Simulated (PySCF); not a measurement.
Gas-phase reaction: 6 CH3 + C6H6 = 4 C3H6 (propylene)

Energies from PySCF, thermal terms from the rigid-rotor harmonic-oscillator model, ideal gas at 1 bar. Table values come from the NASA 1993 polynomials. † marks an energy on the PBE0/def2-TZVP geometry and frequencies; other levels use their own. 6-31G* has spherical d functions here. Open shells (unrestricted): CH3 (multiplicity 2); the rest are closed-shell singlets. B3LYP is the form with VWN-RPA correlation.

Levels: a) B3LYP/6-31G*; b) PBE/def2-SVP; c) BLYP/def2-TZVP†; d) HF/def2-TZVP†; e) LDA/def2-TZVP†.

### Question
Order the levels by the distance of their ΔH°(298 K) from the table for this reaction, closest first.

### Answer
b (-13 kJ), a (+43 kJ), c (+69 kJ), e (-182 kJ), d (+385 kJ)

The table gives -885 kJ. The order holds for this reaction alone, and for the 1993 entries, some of which have been revised since.
